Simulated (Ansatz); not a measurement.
Geometry optimisation, Ansatz, UKS PBE/def2-SVP.

Input:

```yaml
crystal:
  periodic: [false, false, false]
  atoms:
    - { symbol: Si, position_ang: [-1.93403, 0.32346, 1.15488] }
    - { symbol: C, position_ang: [-0.41821, 0.04444, 0.23083] }
    - { symbol: S, position_ang: [0.68761, 0.24935, -0.91565] }
    - { symbol: H, position_ang: [1.66463, -0.61725, -0.47006] }
total_charge: 1
magnetization:
  spin_polarized: true
basis:
  gaussian: { orbitals: def2-SVP }
hamiltonian:
  xc: pbe
relax:
  f_tol: 0.02
  max_steps: 40
output:
  orbitals: {}
```

Run as:

```bash
$ ansatz run input.yaml --threads 1 --pin off --max-ram 2048MiB --backend cpu --events-out ev --progress --plain --runs-dir out
```

Where does it end, and by what steps?

The forces met the threshold. Limits of this set-up: the dipole of an ion depends on the origin. After 6 steps the energy has fallen by 0.039 eV; C2 moved furthest, 0.14 Å.

```csv
step,energy less start (eV),largest force component (eV/Å),accepted
0,0.0000,0.426,yes
1,-0.0166,0.225,yes
2,-0.0295,0.164,yes
3,-0.0355,0.122,yes
4,-0.0381,0.135,yes
5,-0.0385,0.065,yes
6,-0.0385,0.001,yes
```

```xyz
4
Properties=species:S:1:pos:R:3
Si -1.911 0.258 1.206
C -0.466 0.158 0.154
S 0.712 0.236 -0.934
H 1.664 -0.652 -0.427
```

Run time: 10 s on 1 thread of Intel(R) Xeon(R) 6975P-C (Granite Rapids), with other jobs on the host, peak memory 0.16 GiB.
